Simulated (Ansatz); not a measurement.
Molecule (SMILES): OCl (OH-Cl).
Geometry (B3LYP-D3(BJ)/def2-TZVP, fixed):
```xyz
3

O      0.0220     1.1044    -0.0012
H     -0.9233     1.3146     0.0160
Cl     0.0439    -0.5970    -0.0004
```
Charge 0, spin multiplicity 1.

Basis-set convergence of the dipole moment at PBE0 with Ansatz (a quantum-chemistry and plane-wave program). Dipoles come from the density behind the forces; the sign is taken along the dipole that this method gives in the largest set. Cartesian d functions, on some or all atoms, in 6-31G*; all else is spherical. The program fits the integrals of some runs and decomposes those of others, by size. No added dispersion term, no relativity. Reference: the value in aug-pcseg-3, 1.538 D. Deviations are taken from unrounded values.

```
basis              functions  dipole moment (D)  minus reference (D)
-----------------  ---------  -----------------  -------------------
pcseg-0                   24              2.060                0.522
def2-SV(P)                34              1.759                0.221
6-31G*                    36              1.768                0.230
def2-SVP                  37              1.699                0.161
cc-pV(D+d)Z               42              1.672                0.134
def2-SVPD                 58              1.561                0.023
aug-cc-pV(D+d)Z           64              1.552                0.014
6-311++G(2d,2p)           72              1.616                0.078
def2-TZVPP                87              1.607                0.069
jun-cc-pV(T+d)Z          101              1.548                0.010
6-311++G(3df,3pd)        104              1.558                0.020
aug-pcseg-2              119              1.543                0.005
aug-cc-pV(T+d)Z          124              1.542                0.004
cc-pV(Q+d)Z              149              1.567                0.029
def2-QZVPP               157              1.571                0.033
pcseg-3                  157              1.556                0.018
aug-pcseg-3              223              1.538                0.000
cc-pV(5+d)Z              246              1.557                0.019
```

The smallest set listed that lies within 0.1 D of the reference with all its larger relatives (same family, alike in diffuse functions; a set with none counts only in the reference's own line) is def2-SVPD (58 functions, 0.023 D off). Inside, with no larger relative to test it: pcseg-3. (Relatives not listed, tested too: def2-TZVPD 0.001, def2-TZVPPD 0.001, def2-QZVP 0.033, def2-QZVPPD 0.000, aug-cc-pV(Q+d)Z 0.000 D.)
